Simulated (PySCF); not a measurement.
# C2H3F3 (Ethane, 1,1,2-trifluoro): the cost of one run

Computed with PySCF 2.14.0, with density-fitted response routines of our own, on a single molecule, in the gas phase or a continuum. Atoms are numbered from 0 throughout.

## 1. The starting structure

8 atoms, charge 0, multiplicity 1; geometry from: GFN2-xTB. The atoms were then displaced at random by about 0.01 Å, so the start is not that level's minimum.

Bonds of the start (Å): F0–C1 1.40, C1–C2 1.54, C2–F3 1.33, C2–F4 1.35, C1–H5 1.10, C1–H6 1.10, C2–H7 1.09.

## 2. Geometry optimisation at PBE0-D3(BJ)/def2-TZVP

Job settings and geometry (Å):

```
{"job": {"xc": "PBE0", "basis": "def2-TZVP", "d3": "d3bj", "grid": 2, "shake": 0.01, "kind": "geom"}, "charge": 0, "multiplicity": 1}
F      1.381690    -0.985490     0.646230
C      0.759450     0.137490     0.098990
C     -0.750620    -0.120010    -0.092490
F     -1.390950     1.032750     0.086680
F     -1.008510    -0.545420    -1.347690
H      1.241950     0.351230    -0.862890
H      0.918040     0.972600     0.797460
H     -1.095930    -0.862290     0.621240
```

Launch:

```sh
OMP_NUM_THREADS=1 python probes_run.py task.json out
```

One launch serves the whole session: the jobs run in the order shown.

Q: Estimate the wall time and peak memory of this first job on 1 thread of Intel Xeon 6975P-C, shared host.

About 58 s, with a peak of 0.72 GiB.
